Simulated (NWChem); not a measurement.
ethylamine (C$_{2}$H$_{7}$N); SMILES C(C)N

```xyz
10

C      0.2599    -1.2361    -0.0315
C     -0.5555     0.0424     0.0220
N      0.3032     1.2074    -0.0817
H     -0.3865    -2.1265    -0.0048
H      0.8663    -1.2666    -0.9493
H      0.9499    -1.3026     0.8263
H     -1.1931     0.0241     0.9335
H     -1.2549     0.0585    -0.8317
H     -0.2493     2.0621    -0.0738
H      0.9183     1.2617     0.7291
```
Atoms are numbered in this order, from 1.

Computed with NWChem. Pople sets run with spherical d functions. All runs use the structure optimised with PBE0/def2-SVP. B3LYP is NWChem's, with the RPA form of VWN correlation. Total energies compare along this basis series because the functional is fixed.

```csv
level,basis functions,energy (Ha),highest occupied level (eV),orbital gap (eV),dipole (D)
B3LYP/STO-3G,22,-133.4817,(withheld),(withheld),1.39
B3LYP/3-21G,41,-134.4271,-5.61,8.59,1.47
B3LYP/6-31G*,56,-135.1672,-6.18,8.48,1.35
B3LYP/6-31+G*,68,-135.1766,-6.58,6.69,1.46
B3LYP/def2-SVP,77,-135.0738,-6.27,7.72,1.27
B3LYP/def2-SVPD,116,-135.0899,-6.66,7.14,1.28
B3LYP/def2-TZVP,135,-135.2322,-6.60,7.34,1.30
B3LYP/6-311++G**,115,-135.2210,-6.65,6.33,1.37
B3LYP/aug-cc-pVTZ,299,-135.2340,-6.69,6.31,1.26
```

**Question.** What belongs in the gaps?

**Answer.** 
- B3LYP/STO-3G, highest occupied level (eV): -3.53
- B3LYP/STO-3G, orbital gap (eV): 13.29
